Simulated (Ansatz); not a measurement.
Program: Ansatz 0.2.0.

Basis-set series for F₃P (`FP(F)F`). Charge 0, multiplicity 1. The structure was optimised at the PBE0-D4/def2-TZVP level.

| functional | basis | functions | energy (Eh) | HOMO (eV) | LUMO (eV) |
| --- | --- | --- | --- | --- | --- |
| PBE0-D4 | def2-SVP | 60 | -640.20831 | -9.06 | 0.35 |
| PBE0-D4 | def2-TZVPP | 135 | -640.73009 | -9.17 | -0.15 |
| ωB97M-V | def2-SVP | 60 | -640.53383 | -11.32 | 2.65 |
| ωB97M-V | def2-TZVPP | 135 | -641.06269 | -11.46 | 1.94 |

(1) Give the rows for def2-QZVPP. (Best estimate.)

Results:

(1) The calculation gave: 
```csv
functional,basis,functions,energy (Eh),HOMO (eV),LUMO (eV)
PBE0-D4,def2-QZVPP,241,-640.75905,-9.23,-0.29
ωB97M-V,def2-QZVPP,241,-641.09000,-11.53,1.68
```

Positive LUMOs are unbound and depend on the basis.
